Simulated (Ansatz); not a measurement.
**AlPH₂+ (quartet): wave-function methods side by side, def2-QZVPP**

The task here is to estimate one member of a computed series from the others.

Program: Ansatz 0.2.0, Gaussian basis. Level of theory: def2-QZVPP, core rule «outside noble gas», up to 10 orbitals frozen. These are calculated values, not measurements.

To be run: UHF; ROHF; CCSD(T) on UHF.

2 further runs of the same task are left out: 2 set aside as unsound or not needed.

### What is computed

The geometry is a PBE0/def2-TZVP stationary point (not a proven minimum) of the parent state, kept for this charge and spin.

4 atoms, charge 1, spin multiplicity 4.

Atoms are counted from 1 here; the program's logs count them from 0.

Bond lengths: Al1–P2 2.334 Å, Al1–H3 1.588 Å, Al1–H4 1.588 Å. Angles: P2–Al1–H3 119.7°, P2–Al1–H4 119.7°, H3–Al1–H4 120.5°.

The first run:

in.yaml reads:

```yaml
crystal:
  periodic: [false, false, false]
  atoms:
    - {symbol: Al, position_ang: [0.000000, 0.000000, 1.179176]}
    - {symbol: P, position_ang: [0.000000, 0.000000, -1.155185]}
    - {symbol: H, position_ang: [0.000000, 1.378539, 1.966597]}
    - {symbol: H, position_ang: [0.000000, -1.378539, 1.966597]}
basis:
  gaussian: {orbitals: "def2-QZVPP.json"}
total_charge: 1
magnetization: {spin_polarized: true, initial_magnetization: 3}
hamiltonian: {xc: hf}
output: {orbitals: {seedname: orbitals}}
```

On the command line:

```sh
$ ansatz run in.yaml --threads 1 --pin off --events-out ev --progress --plain --max-ram 2393MiB
```

Among the steps run: UHF; ROHF; CCSD(T) on UHF.

One of the session's tables, all rows but one given; the rest of the session is left out.

```
  method  from UCCSD(T) (kJ/mol)
    ROHF                  +533.2
     UHF                  +529.8
    UMP2                  +102.7
   UCCSD                       ?
UCCSD(T)                       0
```

**Question.** Estimate the row for UCCSD.

**Answer.** from UCCSD(T) (kJ/mol): +19.1. In the column «from UCCSD(T) (kJ/mol)» it lies between UCCSD(T) (0) and UMP2 (+102.7).
